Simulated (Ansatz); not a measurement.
Consider the formal loss of a carbene: `CC(O)CF` → `[CH2]` (triplet) + `CC(O)F`.

Isolated molecules relaxed with PBE0-D4/def2-TZVP in Ansatz; ΔE leaves out vibrations. CCSD(T)/CBS is the MP2 limit (def2-TZVPP, def2-QZVPP) plus CCSD(T) − MP2 in def2-TZVPP, frozen cores. This one scheme is used for every species. Functionals use def2-TZVPP. B3LYP here is the variant with VWN-RPA as its local correlation; programs differ in this. HSE06 is defined as in plane-wave codes. Triplets are unrestricted, without spin–orbit coupling. Each species was taken in one conformer, which may not be the lowest.

| level | ΔE (kJ/mol) | difference from CCSD(T)/CBS |
| --- | --- | --- |
| LDA (SPW92) | 472.2 | 68.8 |
| revPBE-D4 | 393.4 | -10.0 |
| BLYP-D4 | 393.3 | -10.1 |
| r2SCAN-D4 | 376.0 | -27.4 |
| PBE0-D4 | 397.1 | -6.3 |
| B3LYP-D4 | 393.5 | -9.9 |
| r2SCANh-D4 | 374.4 | -29.0 |
| r2SCAN0-D4 | 372.4 | -31.0 |
| HSE06-D4 | 397.3 | -6.1 |
| BHLYP-D4 | 382.3 | -21.1 |
| CAM-B3LYP-D4 | 398.2 | -5.2 |
| ωB97X-V | 412.2 | 8.8 |
| ωB97M-V | 403.5 | 0.1 |
| B2PLYP | 390.9 | -12.5 |
| PBE-QIDH | 396.1 | -7.3 |
| PBE | 398.8 | -4.6 |
| revPBE | 372.6 | -30.8 |
| r2SCAN | 374.2 | -29.2 |
| PBE0 | 391.6 | -11.8 |
| B3LYP | 383.2 | -20.2 |
| r2SCANh | 372.6 | -30.8 |
| r2SCAN0 | 370.4 | -33.0 |
| HSE06 | 392.2 | -11.2 |
| BHLYP | 375.3 | -28.1 |
| CAM-B3LYP | 392.7 | -10.7 |
| RPA@PBE/def2-TZVPP | 388.1 | -15.3 |
| HF/def2-SVP | 258.0 | -145.4 |
| MP2/def2-SVP | 389.4 | -14.0 |
| CCSD/def2-SVP | 374.8 | -28.6 |
| CCSD(T)/def2-SVP | 382.7 | -20.7 |
| HF/def2-TZVPP | 253.9 | -149.5 |
| SCS-MP2/def2-TZVPP | 404.8 | 1.4 |
| CCSD/def2-TZVPP | 380.7 | -22.7 |
| CCSD(T)/def2-TZVPP | 391.5 | -11.9 |
| HF/def2-QZVPP | 254.2 | -149.2 |
| MP2/def2-QZVPP | 409.6 | 6.2 |
| SCS-MP2/def2-QZVPP | 413.0 | 9.6 |
| HF/CBS(def2) | 254.3 | -149.1 |
| MP2/CBS(def2) | 414.5 | 11.1 |
| CCSD/CBS(def2) | 392.6 | -10.8 |
| CCSD(T)/CBS | 403.4 | 0 |

Largest T1 diagnostic among the species: 0.011.

At CCSD(T), def2-SVP lies −20.7 kJ/mol from the extrapolated value and def2-TZVPP −11.9 kJ/mol. In def2-TZVPP, CCSD(T) changes the Hartree–Fock value by +137.6 kJ/mol (the triples alone add +10.8 kJ/mol) and MP2 by +148.7 kJ/mol.
